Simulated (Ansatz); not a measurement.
System: fcc Ca. Method: RPBE in Ansatz (plane waves, PAW).

Settings: plane-wave cutoff 520 eV, 18×18×18 k mesh, Fermi–Dirac smearing 0.05 eV, scalar-relativistic PAW data made under PBE.

Pressure at four volumes; x = ln(V/44.420 Å³). One pressure is withheld.

```json
[
 {"V (Å³/atom)": "41.754", "x": "-0.0619", "P (GPa)": "1.116"},
 {"V (Å³/atom)": "44.420", "x": "0.0000", "P (GPa)": "0.004"},
 {"V (Å³/atom)": "46.196", "x": "0.0392", "P (GPa)": "-0.592"},
 {"V (Å³/atom)": "47.085", "x": "0.0583", "P (GPa)": "?"}
]
```

**Question.** Pass a parabola P(x) through the three rows shown, estimate the bulk modulus and its pressure derivative near zero pressure, and predict the withheld pressure.

**Answer.** Slopes between the rows: (0.004 − (1.116))/(0.0000 − (-0.0619)) = -17.96 and (-0.592 − (0.004))/(0.0392 − (0.0000)) = -15.20 GPa. Their difference over the span 0.1011 is c = 2.76/0.1011 = 27.3 GPa, so P(x) = 1.116 + (-17.96)(x − (-0.0619)) + 27.3 (x − (-0.0619))(x − (0.0000)). At the middle row B = −dP/dx = −[-17.96 + 27.3 × 0.0619] = 16.3 GPa, and B′ = dB/dP = 2c/B = 3.3. At x = 0.0583 the parabola gives -0.851 GPa; the run gives -0.853 GPa. The Birch–Murnaghan fit to the energies at all volumes has B0 = 16.2 GPa and B′ = 3.3.

Measured, for comparison: bulk modulus 18.6 GPa (corrected for temperature and zero-point phonon effects, our sources range from 15.9 to 18.7; as tabulated in Levämäki et al. (2014), arXiv:1402.3671). Computed (rounded) less measured: bulk modulus not scored (sources differ).

Ansatz is an electronic-structure program.
